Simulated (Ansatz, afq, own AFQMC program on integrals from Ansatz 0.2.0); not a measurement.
**Pt⁺, quartet in def2-TZVPP, levels against CCSDT(Q)**

A free Pt cation.

Basis def2-TZVPP with its core potentials. Noble-gas cores (and the filled d shells of Ga–Kr and In–Xe) are frozen. AFQMC by an in-house program on the Cholesky factors that Ansatz 0.2.0 writes for its CCSD(T) run. The CISD trial takes its coefficients from CCSD amplitudes. Released means that phaseless walkers are propagated on without the constraint, phases kept. ± is one standard error of the sampling. No spin–orbit coupling. The metal's outer-core s and p shells are frozen, which shifts wave-function levels against functionals.

Determinant: UHF, the one that the program's search chose, which needn't be the lowest solution.

No full CI on the walks' own integrals is used here; CCSDT(Q) serves as the reference and is uncertain by about the last step of the cluster series.

Cautions: no spin-orbit coupling; outer-core shells of the metal frozen; another spin lies lower.

- T1 diagnostic: 0.0074
- weight of the determinant in the CISD state: 0.941
- ⟨S²⟩ of the determinant: 3.753
- size of the correlated space: 9 electrons in 52 orbitals

| level | correlation energy (eV) |
| --- | --- |
| MP2 | -6.3236 |
| CCSD | -6.1861 |
| CCSD(T) | -6.3784 |

Estimate where AFQMC with the constraint released lies against CCSD(T) on the same integrals.

0.2 ± 0.2 kJ/mol above CCSD(T). The gap is under twice the noise, so this walk alone can't tell the two apart.

Reference: CCSDT(Q), correlation energy -6.378 eV. The released energy is read at 1.50 1/Eh (meV from the phaseless value at times in 1/Eh: -4.3 ± 1.9 at 0.24, -7.6 ± 1.8 at 0.50, -7.5 ± 1.8 at 1.00, -6.3 ± 2.4 at 1.50).

```csv
level,E − E(reference) (kJ/mol),share of correlation (%)
CCSD(T),0.0,100.00
CCSDT,0.2,99.97
ph-AFQMC/CISD,0.8 ± 0.2,99.87
released AFQMC,0.2 ± 0.2,99.96
```

Released energies are given only where the last usable release times agree within the noise; a slower fall can still hide under it.
